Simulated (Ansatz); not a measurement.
Smallest direct gap on the k points sampled of TaCuN2 (R-3m, No. 166; structure not from a measured cell) at several levels of theory

No measured value is used here.

```json
[
 {"level (code)": "LDA (Ansatz)", "value (eV)": "0.78"},
 {"level (code)": "PBEsol+SOC (Ansatz)", "value (eV)": "0.74"},
 {"level (code)": "r²SCAN+SOC (Ansatz)", "value (eV)": "?"},
 {"level (code)": "HSE06+SOC (Ansatz)", "value (eV)": "1.66"}
]
```

Question: Some entries are withheld; supply them.

Answer: 
- r²SCAN+SOC (Ansatz, a first-principles code), value (eV): 0.92

Computed values are for a static lattice. Levels without +SOC have no spin–orbit coupling; where heavier elements are present it shifts gaps, mostly down, and can invert bands.  Values are at the PBEsol cell. Cutoffs and k meshes differ between the levels. Ansatz's density-functional and Hartree–Fock values are scalar-relativistic unless marked +SOC, with PAW data made under PBE.
